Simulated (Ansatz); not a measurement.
A computed series for C: pressure series

Start from C in the diamond structure (space group Fd-3m, No. 227; a = 3.5603 Å).

Cell and atoms are relaxed at each pressure.

The values are results of r2SCAN (Ansatz, a quantum-chemistry and plane-wave program, PAW, spin-orbit coupling left out), not measurements.

| P (GPa) | V (Å³/atom) |
|---|---|
| -2.00 | 5.666 |
| -1.00 | 5.654 |
| 0.30 | 5.637 |
| 0.70 | 5.632 |
| 1.50 | 5.623 |
| 3.00 | 5.604 |
| 5.00 | 5.580 |
| 7.50 | 5.551 |
| 10.01 | 5.522 |

Task: Fit a third-order Birch–Murnaghan equation of state.

Result: Least squares on P(V) = (3B₀/2)[(V₀/V)^(7/3) − (V₀/V)^(5/3)]·[1 + (3/4)(B₀′ − 4)((V₀/V)^(2/3) − 1)] gives V₀ = 5.64 Å³/atom, B₀ = 451 GPa and B₀′ = 3.7.

Measured bulk modulus of C: 454.7 GPa (static lattice; corrected from measurement; as listed in Daniel Mejia-Rodriguez, S. B. Trickey, Phys. Rev. B (2018)); the computed value is 1 % below it.

Between the base and pressure 10 GPa the gap moves from 4.36 eV to 4.41 eV, a mean slope of 5.1 meV/GPa.

Load acts through the strain it causes; cell and atoms are relaxed under it. No phonon test of stability was made. Competing high-pressure phases were not computed.
